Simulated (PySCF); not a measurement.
Molecule (SMILES): [S+]#[C-] (C-S).
Geometry (B3LYP-D3(BJ)/def2-TZVP, fixed):
```
C
S 1 1.5320
```
Charge 0, spin multiplicity 1.

Basis-set convergence of the lowest singlet excitation energy at PBE0 with PySCF. Tamm-Dancoff approximation; the state is taken by its order, and sets in which it differs in degeneracy or brightness are left out, yet its character can still change. All functions are spherical. Density fitting with generated auxiliary sets. No added dispersion term, no relativity. Reference: the value in aug-pcseg-3, 4.891 eV, itself unsure by roughly 0.015 eV (its mean distance from aug-cc-pV(Q+d)Z, aug-pcseg-2, aug-cc-pV(T+d)Z). Deviations are taken from unrounded values. Cost is core time over that of def2-TZVP, rough, on shared machines of one kind; a dash marks a row that isn't timed (too short, read off another run, short of memory, by another algorithm or on other hardware).

```
basis            functions  lowest singlet excitation energy (eV)  minus reference (eV)  cost
---------------  ---------  -------------------------------------  --------------------  ----
6-31G                   22                                  5.189                 0.298     -
6-31G**                 32                                  5.097                 0.207  0.4×
cc-pV(D+d)Z             37                                  5.000                 0.110  0.3×
6-31+G*                 40                                  5.097                 0.207     -
def2-TZVP               68                                  4.928                 0.037    1×
aug-cc-pV(T+d)Z        101                                  4.905                 0.014    2×
cc-pV(Q+d)Z            119                                  4.901                 0.010    3×
aug-pcseg-3            174                                  4.891                 0.000    8×
pcseg-4                206                                  4.889                -0.001   10×
```
